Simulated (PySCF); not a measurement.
Isomers of C3H4O, mass 56.026 u with the commonest isotopes. Theory: PySCF, PBE0-D3(BJ)/def2-SVP geometry optimisation, gas phase. One conformer each, none proved a minimum here; rigid rotors.

**Question.** Order these by radius of gyration √(Σ m r²/M), smallest first.
A. methylketene (`CC=C=O`)
B. cyclopropanone, `C1(CC1)=O`
C. `[CH:1]#[C:2][CH2:3][OH:4]` with C2–C3–O4–H 179°

**Answer.** B (1.260 Å), C (1.473 Å), A (1.492 Å).

**Question.** Order these by rotational constant A, largest first.
A. cyclopropanone, `O=C1CC1`
B. `[CH:1]#[C:2][CH2:3][OH:4]` with C2–C3–O4–H 179°
C. methylketene, `CC=C=O`

**Answer.** C (40029 MHz), B (35964 MHz), A (20505 MHz).

**Question.** Order these by dipole moment, smallest first.
A. `[CH:1]#[C:2][CH2:3][OH:4]` with C2–C3–O4–H 179°
B. cyclopropanone (`O=C1CC1`)
C. `CC=C=O` (methylketene)

**Answer.** C (1.72 D), A (1.92 D), B (2.70 D).

```json
{"SMILES": "CC=C=O", "point group": "near Cs", "Ia (u·Å²)": "12.63", "Ib (u·Å²)": "113.69", "Ic (u·Å²)": "123.12", "κ": "-0.98", "μa (D)": "1.68", "μb (D)": "0.37", "μc (D)": "0.00"}
{"SMILES": "C#CCO", "point group": "–", "Ia (u·Å²)": "14.05", "Ib (u·Å²)": "109.12", "Ic (u·Å²)": "119.99", "κ": "-0.97", "μa (D)": "0.97", "μb (D)": "1.66", "μc (D)": "0.04"}
{"SMILES": "O=C1CC1", "point group": "C2v", "Ia (u·Å²)": "24.65", "Ib (u·Å²)": "67.75", "Ic (u·Å²)": "85.57", "κ": "-0.79", "μa (D)": "2.70", "μb (D)": "0.00", "μc (D)": "0.00"}
```
